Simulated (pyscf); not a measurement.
A first-order saddle from PySCF, ωB97X-D3(BJ)/def2-SVP:

```xyz
10

C     -1.1623    -0.9641     0.9460
Ga    -0.0809     0.1942    -0.1931
H     -1.0432    -2.0188     0.6494
H     -2.2260    -0.6970     0.8588
H     -0.8632    -0.8761     2.0023
H     -0.6274     1.9544     0.0690
H      1.4581     0.2314    -0.4636
O     -1.1022     0.7944    -1.7699
H     -0.9488     1.7040    -0.8433
H     -0.5849     1.0016    -2.5590
```

Surface: singlet, charge 0. Lowest wavenumbers (cm⁻¹): 1288i, 72, 155, 285, 496.

Problem. What reaction is this the transition state of?

Solution. H₃C–GaH₂ + H₂O <-> H₃C–GaH–OH + H₂, a four-centre exchange read from left to right: Ga–H, H–O broken and Ga–O, H–H formed. At ωB97M-D3(BJ)/def2-TZVP it lies +9.2 kcal/mol from the left side and +22.4 kcal/mol from the right (each side as separated species at their lowest minima found). On the reactant side the descent ends in an adduct with a Ga–O contact, 15.0 kcal/mol under the separated species and 22.8 kcal/mol under the saddle at ωB97X-D3(BJ)/def2-TZVP. What is counted as formed (Ga–O) is already present as a longer contact in the reactant adduct; forming that adduct is a step of its own. At the saddle there is also a short Ga–H contact that neither side keeps. This is the saddle that the search found; another between the same sides may lie lower. Elements up to Kr have no core potential and no relativistic terms here.
